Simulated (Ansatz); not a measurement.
Ansatz (a first-principles code) input (B3LYP-D3(BJ)/def2-TZVP):

Ansatz 0.2 input:
```yaml
crystal:
  periodic: [false, false, false]
  atoms:
    - {symbol: C, position_ang: [-0.01056978, 0.49778310, 0.42770843]}
    - {symbol: F, position_ang: [0.01210757, -0.48553006, -0.48251610]}
    - {symbol: H, position_ang: [-0.98026178, 0.69384468, 0.86184822]}
    - {symbol: H, position_ang: [0.93471233, 0.68922727, 0.91454611]}
basis:
  gaussian:
    orbitals: def2-TZVP
hamiltonian:
  xc: b3lyp
  dispersion: d3bj
magnetization: {spin_polarized: true, initial_magnetization: 1}
phonons: {temperatures: {t_min: 298.15, t_max: 298.15, t_step: 100}}
```

Output:

```
Functional definition: B3LYP
integrals: 0.01 GiB planned
424 factors; their error is unknown
mean field: 0.17 GiB planned
mean field evaluation 1: about -3784.4899 eV, gradient 1.9e1 eV
mean field evaluation 2: about -3784.7695 eV, gradient 1.7e1 eV
mean field evaluation 4: about -3786.0763 eV, gradient 6.1e-1 eV
mean field evaluation 8: about -3786.0818 eV, gradient 2.5e-2 eV
mean field evaluation 16: about -3786.0818 eV, gradient 1.4e-5 eV
mean field -3786.08181406 eV, -139.1359403683 hartree, gradient 1.4e-5 eV, S^2 0.753602; 0 other end points of the search recorded, 0 dependent functions left out
the calculation of the forces begins
reference -3786.08198190 eV, -139.1359465363 hartree; 9, 8 occupied and 65, 66 virtual orbitals, 424 factors
these checks for a lower state are left out or cut short: stability, starts, cluster_reference, orbital_swaps, neighbouring_geometries, increment
integrals: 0.01 GiB planned
424 factors; their error is unknown
mean field: 0.17 GiB planned
mean field -3786.08171241 eV, -139.1359366326 hartree, gradient 9.8e-7 eV, S^2 0.753595; 0 other end points of the search recorded, 0 dependent functions left out
the calculation of the forces begins
reference -3786.08188042 eV, -139.1359428071 hartree; 9, 8 occupied and 65, 66 virtual orbitals, 424 factors
these checks for a lower state are left out or cut short: stability, starts, cluster_reference, orbital_swaps, neighbouring_geometries, increment
integrals: 0.01 GiB planned
424 factors; their error is unknown
mean field: 0.17 GiB planned
mean field evaluation 32: about -3786.0817 eV, gradient 9.6e-7 eV
mean field -3786.08171557 eV, -139.1359367489 hartree, gradient 9.6e-7 eV, S^2 0.753610; 0 other end points of the search recorded, 0 dependent functions left out
the calculation of the forces begins
reference -3786.08188324 eV, -139.1359429106 hartree; 9, 8 occupied and 65, 66 virtual orbitals, 424 factors
these checks for a lower state are left out or cut short: stability, starts, cluster_reference, orbital_swaps, neighbouring_geometries, increment
integrals: 0.01 GiB planned
424 factors; their error is unknown
mean field: 0.17 GiB planned
mean field -3786.08167255 eV, -139.1359351681 hartree, gradient 9.7e-7 eV, S^2 0.753597; 0 other end points of the search recorded, 0 dependent functions left out
the calculation of the forces begins
reference -3786.08184034 eV, -139.1359413340 hartree; 9, 8 occupied and 65, 66 virtual orbitals, 424 factors
these checks for a lower state are left out or cut short: stability, starts, cluster_reference, orbital_swaps, neighbouring_geometries, increment
integrals: 0.01 GiB planned
424 factors; their error is unknown
mean field: 0.17 GiB planned
mean field -3786.08167043 eV, -139.1359350898 hartree, gradient 9.7e-7 eV, S^2 0.753609; 0 other end points of the search recorded, 0 dependent functions left out
the calculation of the forces begins
reference -3786.08183832 eV, -139.1359412600 hartree; 9, 8 occupied and 65, 66 virtual orbitals, 424 factors
these checks for a lower state are left out or cut short: stability, starts, cluster_reference, orbital_swaps, neighbouring_geometries, increment
integrals: 0.01 GiB planned
424 factors; their error is unknown
mean field: 0.17 GiB planned
mean field -3786.08175643 eV, -139.1359382506 hartree, gradient 9.7e-7 eV, S^2 0.753609; 0 other end points of the search recorded, 0 dependent functions left out
the calculation of the forces begins
reference -3786.08192419 eV, -139.1359444157 hartree; 9, 8 occupied and 65, 66 virtual orbitals, 424 factors
these checks for a lower state are left out or cut short: stability, starts, cluster_reference, orbital_swaps, neighbouring_geometries, increment
integrals: 0.01 GiB planned
424 factors; their error is unknown
mean field: 0.17 GiB planned
mean field -3786.08174645 eV, -139.1359378837 hartree, gradient 9.7e-7 eV, S^2 0.753596; 0 other end points of the search recorded, 0 dependent functions left out
the calculation of the forces begins
reference -3786.08191437 eV, -139.1359440547 hartree; 9, 8 occupied and 65, 66 virtual orbitals, 424 factors
these checks for a lower state are left out or cut short: stability, starts, cluster_reference, orbital_swaps, neighbouring_geometries, increment
integrals: 0.01 GiB planned
424 factors; their error is unknown
mean field: 0.17 GiB planned
mean field evaluation 64: about -3786.0780 eV, gradient 1.4e-4 eV
mean field -3786.08176938 eV, -139.1359387262 hartree, gradient 9.7e-7 eV, S^2 0.753601; 0 other end points of the search recorded, 0 dependent functions left out
the calculation of the forces begins
reference -3786.08193727 eV, -139.1359448961 hartree; 9, 8 occupied and 65, 66 virtual orbitals, 424 factors
these checks for a lower state are left out or cut short: stability, starts, cluster_reference, orbital_swaps, neighbouring_geometries, increment
integrals: 0.01 GiB planned
424 factors; their error is unknown
mean field: 0.17 GiB planned
mean field -3786.08177587 eV, -139.1359389648 hartree, gradient 9.7e-7 eV, S^2 0.753604; 0 other end points of the search recorded, 0 dependent functions left out
the calculation of the forces begins
reference -3786.08194366 eV, -139.1359451310 hartree; 9, 8 occupied and 65, 66 virtual orbitals, 424 factors
these checks for a lower state are left out or cut short: stability, starts, cluster_reference, orbital_swaps, neighbouring_geometries, increment
integrals: 0.01 GiB planned
424 factors; their error is unknown
mean field: 0.17 GiB planned
mean field -3786.08171928 eV, -139.1359368851 hartree, gradient 9.6e-7 eV, S^2 0.753596; 0 other end points of the search recorded, 0 dependent functions left out
the calculation of the forces begins
reference -3786.08188705 eV, -139.1359430505 hartree; 9, 8 occupied and 65, 66 virtual orbitals, 424 factors
these checks for a lower state are left out or cut short: stability, starts, cluster_reference, orbital_swaps, neighbouring_geometries, increment
integrals: 0.01 GiB planned
424 factors; their error is unknown
mean field: 0.17 GiB planned
mean field -3786.08172338 eV, -139.1359370358 hartree, gradient 9.8e-7 eV, S^2 0.753610; 0 other end points of the search recorded, 0 dependent functions left out
the calculation of the forces begins
reference -3786.08189129 eV, -139.1359432064 hartree; 9, 8 occupied and 65, 66 virtual orbitals, 424 factors
these checks for a lower state are left out or cut short: stability, starts, cluster_reference, orbital_swaps, neighbouring_geometries, increment
integrals: 0.01 GiB planned
424 factors; their error is unknown
mean field: 0.17 GiB planned
mean field evaluation 96: about -3786.0818 eV, gradient 9.2e-7 eV
mean field -3786.08180374 eV, -139.1359399892 hartree, gradient 9.7e-7 eV, S^2 0.753608; 0 other end points of the search recorded, 0 dependent functions left out
the calculation of the forces begins
reference -3786.08197159 eV, -139.1359461574 hartree; 9, 8 occupied and 65, 66 virtual orbitals, 424 factors
these checks for a lower state are left out or cut short: stability, starts, cluster_reference, orbital_swaps, neighbouring_geometries, increment
integrals: 0.01 GiB planned
424 factors; their error is unknown
mean field: 0.17 GiB planned
mean field -3786.08180095 eV, -139.1359398863 hartree, gradient 9.7e-7 eV, S^2 0.753598; 0 other end points of the search recorded, 0 dependent functions left out
the calculation of the forces begins
reference -3786.08196878 eV, -139.1359460542 hartree; 9, 8 occupied and 65, 66 virtual orbitals, 424 factors
these checks for a lower state are left out or cut short: stability, starts, cluster_reference, orbital_swaps, neighbouring_geometries, increment
integrals: 0.01 GiB planned
424 factors; their error is unknown
mean field: 0.17 GiB planned
mean field -3786.08179074 eV, -139.1359395112 hartree, gradient 2.7e-6 eV, S^2 0.753602; 0 other end points of the search recorded, 0 dependent functions left out
the calculation of the forces begins
reference -3786.08195862 eV, -139.1359456809 hartree; 9, 8 occupied and 65, 66 virtual orbitals, 424 factors
these checks for a lower state are left out or cut short: stability, starts, cluster_reference, orbital_swaps, neighbouring_geometries, increment
integrals: 0.01 GiB planned
424 factors; their error is unknown
mean field: 0.17 GiB planned
mean field -3786.08178743 eV, -139.1359393897 hartree, gradient 9.7e-7 eV, S^2 0.753603; 0 other end points of the search recorded, 0 dependent functions left out
the calculation of the forces begins
reference -3786.08195523 eV, -139.1359455561 hartree; 9, 8 occupied and 65, 66 virtual orbitals, 424 factors
Total energy: -3786.12437227 eV, -139.1375043535 hartree
Atom 0 at    -0.010570     0.497783     0.427708 Å, force    -0.000008     0.000552     0.000328 eV/Å
Atom 1 at     0.012108    -0.485530    -0.482516 Å, force     0.000022    -0.000886    -0.000870 eV/Å
Atom 2 at    -0.980262     0.693845     0.861848 Å, force     0.000004     0.000167     0.000271 eV/Å
Atom 3 at     0.934712     0.689227     0.914546 Å, force    -0.000018     0.000167     0.000270 eV/Å
Dipole moment:    -0.006253     0.141882     0.239669 e Å
Vibrations: 511.97 1169.89 1180.08 1468.74 3131.90 3288.83 cm⁻¹, zero-point energy 0.666503 eV
```

It need not be the lowest isomer of its formula.
